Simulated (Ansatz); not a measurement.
# Chalcopyrite AgInTe2

The numbers are results of LDA (PAW; Ansatz, a first-principles code), not measurements.

Numerical settings: plane-wave cutoff 520 eV, 8×8×8 k mesh, Fermi–Dirac smearing 0.01 eV, no spin polarisation, scalar-relativistic PAW data made under PBE.

Cell: relaxed at this level.

```yaml
band_gap: 0.04 eV
lattice_parameter_a: 6.354 Å
lattice_parameter_c: 12.634 Å
```

Measured, for comparison: band gap 1.04 eV (temperature not stated, no zero-point or thermal correction, direct or pseudo-direct at Γ; as tabulated in Ghosh et al. (2024), arXiv:2401.16805).

Spin–orbit coupling is not included; it can close the smallest gap of 0.04 eV.

Cost on a shared machine: around 4 core-minutes (rough).
